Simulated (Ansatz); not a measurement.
# C2H4FN: the cost of one run

The runs use Ansatz 0.2.0, Gaussian basis; the settings change from run to run.

## 1. The relaxed structure

An earlier PBE0-D4 in a triple-zeta def2 set relaxation fixed the geometry.

SMILES `N/C=C\F`, 8 atoms, charge 0, spin multiplicity 1.

Atoms are counted from 1 here; the program's logs count them from 0.

Bond lengths: N1–C2 1.384 Å, N1–H5 1.008 Å, N1–H6 1.007 Å, C2–C3 1.326 Å, C2–H7 1.083 Å, C3–F4 1.352 Å, C3–H8 1.079 Å. Angles: C2–N1–H5 114.3°, C2–N1–H6 114.9°, H5–N1–H6 112.1°, N1–C2–C3 125.6°, N1–C2–H7 116.5°, C3–C2–H7 117.7°, C2–C3–F4 120.4°, C2–C3–H8 125.7°, F4–C3–H8 113.9°.

## 2. wB97X/def2-SVP

Options: atoms shaken by 0.03 Å, relativity set to scalar, high accuracy.

in.yaml

```yaml
crystal:
  periodic: [false, false, false]
  atoms:
    - {symbol: N, position_ang: [-0.262451, 1.195344, -0.414680]}
    - {symbol: C, position_ang: [0.258390, 0.194572, 0.416507]}
    - {symbol: C, position_ang: [0.393654, -1.154274, 0.063999]}
    - {symbol: F, position_ang: [-0.046480, -1.547398, -1.153517]}
    - {symbol: H, position_ang: [-0.771691, 0.919779, -1.227789]}
    - {symbol: H, position_ang: [-0.758475, 1.875344, 0.067960]}
    - {symbol: H, position_ang: [0.588192, 0.404054, 1.398334]}
    - {symbol: H, position_ang: [0.767195, -1.902372, 0.732783]}
basis:
  gaussian: {orbitals: def2-SVP}
hamiltonian: {xc: {name: wB97X}, pseudopotentials: {relativity: scalar}}
accuracy: high
```

On the command line:

```bash
$ ansatz run in.yaml --threads 2 --pin off --events-out ev --progress --plain --max-ram 4352MiB
```

Q: Estimate wall time and peak memory on 2 threads of Arm Neoverse V2, shared host.

About 7.5 s, with a peak of 0.37 GiB.
